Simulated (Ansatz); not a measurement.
**NH (singlet): wave-function methods side by side, aug-cc-pVDZ**

Aim: climb from Hartree-Fock through coupled cluster and multireference methods for NH (singlet) at one geometry and basis, and see what each rung misses.

The runs use Ansatz 0.2.0, Gaussian basis; aug-cc-pVDZ, core rule «outside noble gas», up to 1 orbitals frozen.

Plan: UHF; CCSD(T) on RHF; CCSD(T) on UHF; BCCD(T) on RHF; CISD; CCSDT(Q) on RHF; CCSDT(Q) on UHF; CCSDTQ on RHF; CASSCF and MRCISD+Q, 6 electrons in 5 orbitals; CASSCF and NEVPT2, 6 electrons in 5 orbitals; Full CI; Full CI in the symmetry of the determinant.

21 further runs of the same task are left out: 9 that didn't finish, 12 set aside as unsound or not needed.

**1. The system**

The geometry is a PBE0/def2-TZVP stationary point (not a proven minimum) of the parent state, kept for this charge and spin.

2 atoms, charge 0, spin multiplicity 1.

Atoms are counted from 1 here; the program's logs count them from 0.

Bond lengths: N1–H2 1.040 Å.

**2. UHF**

The input, in.yaml:

```yaml
crystal:
  periodic: [false, false, false]
  atoms:
    - {symbol: N, position_ang: [0.000000, 0.000000, 0.000000]}
    - {symbol: H, position_ang: [0.000000, 0.000000, 1.039652]}
basis:
  gaussian: {orbitals: aug-cc-pVDZ}
magnetization: {spin_polarized: true, initial_magnetization: 0}
hamiltonian: {xc: hf}
output: {orbitals: {seedname: orbitals}}
```

Launch:

```sh
> ansatz run in.yaml --threads 1 --pin off --events-out ev --progress --plain --max-ram 2393MiB
```

Further steps of the session: CCSD(T) on RHF; CCSD(T) on UHF; BCCD(T) on RHF; CISD; CCSDT(Q) on RHF; CCSDT(Q) on UHF; CCSDTQ on RHF; CASSCF and MRCISD+Q, 6 electrons in 5 orbitals; CASSCF and NEVPT2, 6 electrons in 5 orbitals; Full CI; Full CI in the symmetry of the determinant.

Before running them: what should the planned runs give, taken together? Wanted: FCI below the RHF energy; RMP2 from FCI; RCCSD from FCI; RCCSD(T) from FCI; RCCSDT(Q) from FCI; NEVPT2 valence from FCI; MRCISD+Q valence from FCI; T1 diagnostic; effectively unpaired electrons.

The runs gave:

| quantity | value |
| --- | --- |
| FCI below the RHF energy | -4.7997 eV |
| RMP2 from FCI | +1300.9 meV |
| RCCSD from FCI | +453.4 meV |
| RCCSD(T) from FCI | +251.8 meV |
| RCCSDT(Q) from FCI | -8.3 meV |
| NEVPT2 valence from FCI | +672.8 meV |
| MRCISD+Q valence from FCI | -7.4 meV |
| levels within 1 kcal/mol (43 meV) | RCCSDT, RCCSDT(Q), RCCSDTQ, MRCISD+Q valence |
| T1 diagnostic | 0.009 |
| effectively unpaired electrons | 2.02 |

RCCSD(T) lands +251.8 meV from the yardstick (5.2 % of the correlation energy). RCCSDT(Q), MRCISD+Q valence fall below full CI, which methods that aren't variational can do. With 2.0 effectively unpaired electrons against 0 the state is strongly multireference. Of the multireference levels listed MRCISD+Q valence comes nearest in total energy (-7.4 meV), which doesn't show that its space is the better one. These misses are within one basis, not against nature.
